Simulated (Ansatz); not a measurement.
Frontier orbitals of `O[BH][AlH2]`.

Charge 0, multiplicity 1. The geometry is a stationary point of PBE0-D4/def2-TZVP. It is one conformer, not always the lowest. Basis def2-TZVPP, Ansatz 0.2.0.

```
 functional  HOMO (eV)  LUMO (eV)  gap (eV)
LDA (SPW92)      -5.87      -2.54      3.33
        PBE      -5.82      -2.31      3.51
     revPBE      -5.78      -2.20      3.58
       BLYP      -5.72      -2.20      3.52
     r2SCAN      -6.04      -1.98      4.06
     B97M-V      -6.12      -2.23      3.89
       PBE0      -7.00      -1.53      5.47
    r2SCANh      -6.48      -1.72      4.76
  CAM-B3LYP      -8.36      -0.61      7.75
    ωB97M-V      -9.13       0.07      9.20
```

Q: What is the vertical ionisation energy at frozen-core CCSD(T)/CBS(def2)? (Estimate.)

A: Computed: 9.53 eV (T1 of the cation 0.023).

Against PBE, PBE0 changes HOMO and LUMO by −1.19 and +0.78 eV, ωB97M-V by −3.31 and +2.38 eV. A gap of 3.51 eV thus becomes 9.20 eV for the same molecule, so an orbital gap means little without its functional. A positive LUMO is unbound and depends on the basis. −ε(HOMO) differs from that ionisation energy by −3.71 eV with PBE and −0.40 eV with ωB97M-V.
